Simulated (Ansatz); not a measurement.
Task: a rigid scan of one bond angle of C2H3NS, SMILES SC1=NC1, with Ansatz 0.2.0, Python API. Give the script and its output. Settings (for the species named): r2scan0, 6-31G* basis, multiplicity 1.

```csv
atom,x (Å),y (Å),z (Å)
S,-1.4891,-0.7210,-1.0233
C,-0.2220,-0.5843,-0.0543
N,0.5463,-1.2310,0.6609
C,0.7758,0.3407,0.4664
H,-1.6208,0.6157,-1.3648
H,0.4681,0.9020,1.3631
H,1.6029,0.6099,-0.0936
```

Script `c2h3ns_bend.py`:
```python
"""Energy of C2H3NS against one bond angle."""

import warnings

import ansatz
from ase import Atoms


def main() -> None:
    warnings.simplefilter("ignore", ansatz.DeckWarning)

    atoms = Atoms(["S", "C", "N", "C", "H", "H", "H"], positions=[
        [-1.4891, -0.721, -1.0233],
        [-0.222, -0.5843, -0.0543],
        [0.5463, -1.231, 0.6609],
        [0.7758, 0.3407, 0.4664],
        [-1.6208, 0.6157, -1.3648],
        [0.4681, 0.902, 1.3631],
        [1.6029, 0.6099, -0.0936],
    ])

    # start the scan from a relaxed geometry
    first = (
        ansatz.Crystal.molecule_from_ase(atoms).calculation()
        .basis(gaussian="6-31G*")
        .functional("r2scan0")
        .relax(force_tolerance=0.02, max_steps=80)
    )
    atoms.positions = first.run(threads=1).report["positions_ang"]

    rows = []
    for angle in [90, 100, 110, 120, 135, 150, 165, 179]:
        bent = atoms.copy()
        bent.set_angle(1, 0, 4, angle, indices=[4])
        job = (
            ansatz.Crystal.molecule_from_ase(bent).calculation()
            .basis(gaussian="6-31G*")
            .functional("r2scan0")
        )
        rows.append((angle, job.run(threads=1).report["free_energy_ev"]))
    floor = min(e for _, e in rows)
    for angle, e in rows:
        print(f"angle C1-S0-H4 = {angle:3d} deg   {1000 * (e - floor):9.1f} meV")


if __name__ == "__main__":
    main()
```

```console
$ python c2h3ns_bend.py
angle C1-S0-H4 =  90 deg         7.4 meV
angle C1-S0-H4 = 100 deg         0.0 meV
angle C1-S0-H4 = 110 deg       168.8 meV
angle C1-S0-H4 = 120 deg       491.0 meV
angle C1-S0-H4 = 135 deg      1206.4 meV
angle C1-S0-H4 = 150 deg      2085.4 meV
angle C1-S0-H4 = 165 deg      2870.7 meV
angle C1-S0-H4 = 179 deg      3165.1 meV
```

The scan is rigid, and the energies are electronic, in a modest basis. The zero is the lowest point of the grid, which needn't be the minimum. Wall time of the script: 59 s on 1 thread of Arm Neoverse V2 (shared host), peak memory 0.22 GiB.
